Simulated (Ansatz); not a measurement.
`[OH][AlH][AlH2]` + H₂ → `[OH][AlH2]` + `[AlH3]` at 400 K and 1 bar (hydrogenolysis of the Al–Al bond).

Program: Ansatz. Geometries: PBE0-D4/def2-TZVP. ΔE: electronic, gas phase. CCSD(T)/CBS is the MP2 limit (def2-TZVPP, def2-QZVPP) plus CCSD(T) − MP2 in def2-TZVPP, frozen cores. This one scheme is used for every species. One conformer a species, not always the lowest.

```json
{"species": "`[OH][AlH][AlH2]`", "CCSD(T)/CBS energy (Eh)": "-561.63147", "H − E (kJ/mol)": "117.3", "S (J/(mol·K))": "352.4"}
{"species": "H₂", "CCSD(T)/CBS energy (Eh)": "-1.17544", "H − E (kJ/mol)": "38.0", "S (J/(mol·K))": "139.0"}
{"species": "`[OH][AlH2]`", "CCSD(T)/CBS energy (Eh)": "-319.03157", "H − E (kJ/mol)": "88.7", "S (J/(mol·K))": "271.1"}
{"species": "`[AlH3]`", "CCSD(T)/CBS energy (Eh)": "-243.78045", "H − E (kJ/mol)": "63.6", "S (J/(mol·K))": "220.9"}
```

H − E and S are ideal-gas, rigid-rotor, harmonic terms from PBE0-D4/def2-TZVP, for one conformer and one mirror image of each species. For small species the MP2-based limit differs from directly extrapolated CCSD(T) by up to some mEh (0.8 for H₂); such offsets cancel only in part. 1 Eh = 2625.50 kJ/mol, R = 8.31446 J/(mol·K).

**Question.** By hand: ΔE, ΔH, ΔS and ΔG.

**Answer.** ΔE = (-319.03157) + (-243.78045) − (-561.63147) − (-1.17544) = -0.00511 Eh = -13.4 kJ/mol. Δ(H − E) = 88.7 + 63.6 − 117.3 − 38.0 = -3.0, so ΔH = -16.4 kJ/mol. ΔS = 271.1 + 220.9 − 352.4 − 139.0 = 0.6 J/(mol·K). ΔG = -16.4 − 400 × (0.6)/1000 = -16.6 kJ/mol.

**Question.** By hand: the equilibrium constant, and the temperature at which ΔG would vanish if ΔH and ΔS stayed fixed.

**Answer.** log₁₀ K = −ΔG/(RT ln 10) = 2.2. ΔH and −TΔS have one sign here, so there is no such temperature.

The number of gas molecules stays the same, so ΔS is small and ΔH decides. A doubt of 5 kJ/mol in ΔE shifts log₁₀ K by 0.7 here. Other conformers and mirror images would add mixing entropy, several J/(mol·K) or more a flexible species. These are equilibria of isolated gas molecules and say nothing of rates. Largest T1 diagnostic: 0.013 (customary marks: 0.02 for closed shells, 0.045 for open ones).

ΔS is within the doubt of such terms, so its sign, and with it that verdict, could turn.
